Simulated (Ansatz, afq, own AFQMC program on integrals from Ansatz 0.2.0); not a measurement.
Integrals from Ansatz 0.2.0, then the random walk in our own AFQMC program (afq).

```yaml
crystal:
  periodic: [false, false, false]
  atoms:
    - {symbol: Si, position_ang: [0.000000, -0.072893, 2.362290]}
    - {symbol: Al, position_ang: [0.000000, -0.023905, -2.482830]}
    - {symbol: H, position_ang: [0.000000, 2.671024, 0.639379]}
basis:
  gaussian: {orbitals: 6-31G}
magnetization: {spin_polarized: true, initial_magnetization: 2}
correlation: {method: ccsd_t, electrons: outside_noble_gas, hamiltonian_folder: ham}
```

```sh
$ ansatz run in.yaml --threads 1 --pin off --events-out ev --progress --plain --max-ram 24576MiB --backend cuda --devices 0, --max-vram 18GiB
```

Options of the walk:

```
--method free --trial cisd --walkers 20 --time-step 0.01 --max-blocks 120 --target-error 0.00136 --factor-cut 1e-05 --seed 7154 --times 0.0,0.4,0.8,1.6,2.4 --taylor-order 4
```

Times are imaginary, in 1/Eh. The walk had a cap of 60 s.

Log:

```
orbitals 18  electrons 5 3  factors 87 of 313
reference energy -531.18608813 Eh
CCSD correlation -0.05855159 Eh in 49 cycles, weight of the determinant in the CISD state 0.7860
repeat  energy at the last time / Eh  error
    10  -531.245918  0.000328
    20  -531.245644  0.000253
    30  -531.246045  0.000264
time / (1/Eh)  energy / Eh  error  mean overlap
  0.00  -531.244428  0.000190  1.2580
  0.40  -531.244804  0.000161  1.2750
  0.80  -531.245096  0.000204  1.2831
  1.60  -531.245681  0.000250  1.2739
  2.40  -531.246061  0.000256  1.2809
energy -531.246061 +/- 0.000256 Eh
```

The run passed its tests (error under three times the target), which doesn't prove that it has relaxed.

Against this walk (error 7.0 meV) on the same determinant: CCSD(T) 7.1 meV higher (within the noise), CCSDT(Q) 85.2 meV lower, CCSDTQ 96.5 meV lower, full CI 97.5 meV lower. The error is statistical, and a free projection of finite length keeps a remainder of its start. The determinant has ⟨S²⟩ = 2.95, so the low cluster orders mix in higher spin, and so can this walk. The projection is still falling at its last time (meV from the last point: 44 ± 5 at 0.00, 34 ± 4 at 0.40, 26 ± 6 at 0.80, 10 ± 7 at 1.60, 0 ± 7 at 2.40), so its energy is a cut-off value, and the gaps above aren't errors of the other methods. Full CI is exact here, so the walk's 98 meV above it is the walk's own error: what remains of the start. The determinant is a poor start (see the cautions), so the low cluster orders aren't to be relied on, and full CI is the sure value.

Cautions: remainder of the start not in the error; start is not spin pure; lower spins were not checked; strong correlation (T1 0.050, weight of the determinant 0.79, largest double 0.22); unrestricted determinant spin contaminated (⟨S²⟩ 2.95 against 2.00); so few walkers bias the energy.

The walk took 8.2 s on 1 × NVIDIA H100 80GB HBM3 with 2 threads of AMD EPYC 7R13 Processor (Zen 3), on a shared host (the card was shared). The log's last line is the free-projection energy.

CCSDT and higher add their correlation energy to the determinant of the CCSD(T) run, since their own runs factorise the integrals more tightly (a shift of under 2 meV). A walk keeps the symmetry of its determinant, which the program's search chose and which needn't be the lowest solution, so a lower state of the same spin and another symmetry isn't excluded.
